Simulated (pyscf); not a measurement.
One substitution at C on the doublet surface with elements of a group swapped. ωB97M-D3(BJ)/def2-TZVP, kcal/mol, from the separated reactants. Structures and frequencies: ωB97X-D3(BJ)/def2-SVP in PySCF.

| step | barrier | reaction energy | imaginary mode (i cm⁻¹) |
|---|---|---|---|
| CH₄ + HO–Ge•(OH)–OH -> H₃C–Ge(OH)(OH)–OH + H• | 49.4 | +25.9 | 1458 |
| CH₄ + HO–Si•(OH)–OH → H₃C–Si(OH)(OH)–OH + H• | 44.9 | +9.1 | 1457 |
| CH₄ + HO–Sn•(OH)–OH -> H₃C–Sn(OH)(OH)–OH + H• | … | … | 1425 |

### Question
Complete the blanks.

### Answer

- CH₄ + HO–Sn•(OH)–OH -> H₃C–Sn(OH)(OH)–OH + H•, barrier: 55.7
- CH₄ + HO–Sn•(OH)–OH -> H₃C–Sn(OH)(OH)–OH + H•, reaction energy: +40.4

Each row is the saddle that its search found. Elements up to Kr have no core potential and no relativistic terms here. Elements past Kr carry the def2 core potentials, without spin-orbit coupling.
